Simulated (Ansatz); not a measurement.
A made-up structure of CH$_{4}$BLi, singlet:

Li1  (-1.945, -0.210, -0.589)
B2  (-0.260, -0.575, -0.025)
C3  (0.362, 0.429, -0.027)
H4  (0.292, -1.676, 0.432)
H5  (0.028, 1.389, -0.608)
H6  (0.262, 0.638, 1.122)
H7  (1.261, 0.004, -0.305)
(Å)

It is relaxed with PBE-D4/def2-SVP and then PBE0-D4/def2-TZVP (Ansatz 0.2.0). Atoms count as bonded within 1.22 times the sum of their covalent radii (H–H: 0.88 Å). The end point is not checked to be a true minimum.

Task: Does its bonding change? (A judgement: the text doesn't fix the answer.)

Result: By the calculation: Yes. Formed: none; broken: Li1–C3.

Where it ends: The first stage lowers the energy by 5.11 eV in 9 steps. It ends as CH₄BLi ([Li][BH][CH3]):
```xyz
7
angstrom
Li -2.5807 -0.6506 -0.6790
B -0.4624 -0.6626 -0.0643
C 0.5590 0.5274 0.0141
H 0.0319 -1.6937 0.3533
H 0.3064 1.4468 -0.5175
H 0.5450 0.7755 1.0926
H 1.6009 0.2573 -0.1992
```

Labels in which every atom is bracketed show which atoms are joined, not bond orders.

For scale, one of the runs: PBE0-D4/def2-TZVP relaxation, 100 basis functions, launched by `ansatz run in.yaml --threads 2 --pin off --events-out ev --progress --plain --max-ram 4352MiB`. The run took about 8 s on 2 CPU threads of an Intel Xeon Platinum 8488C (shared host).
